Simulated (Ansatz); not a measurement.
Relaxation of BH3 (4 atoms, charge 0, multiplicity 1), to a largest force component of 0.02 eV/Å in at most 40 steps.

These are results of RKS PBE0-D4/def2-TZVP (Ansatz), not measurements.

```xyz
4
Properties=species:S:1:pos:R:3
B 0.000 0.000 0.000
H 0.000 0.000 1.190
H 1.030 0.000 -0.595
H -1.030 0.000 -0.595
```

Problem. Where does it end, and by what steps?

Solution. The run converged. After 2 steps the energy has fallen by 0.000 eV; H3 moved furthest, 0.00 Å.

```json
{"step": "0", "energy less start (eV)": "0.0000", "largest force component (eV/Å)": "0.085", "accepted": "yes"}
{"step": "1", "energy less start (eV)": "-0.0004", "largest force component (eV/Å)": "0.024", "accepted": "yes"}
{"step": "2", "energy less start (eV)": "-0.0005", "largest force component (eV/Å)": "0.000", "accepted": "yes"}
```

```xyz
4
Properties=species:S:1:pos:R:3
B 0.000 0.000 0.000
H 0.000 0.000 1.193
H 1.034 0.000 -0.597
H -1.034 0.000 -0.597
```

Run time: 1.4 s on 1 thread of Arm Neoverse V2, on a shared host, peak memory 0.082 GiB.
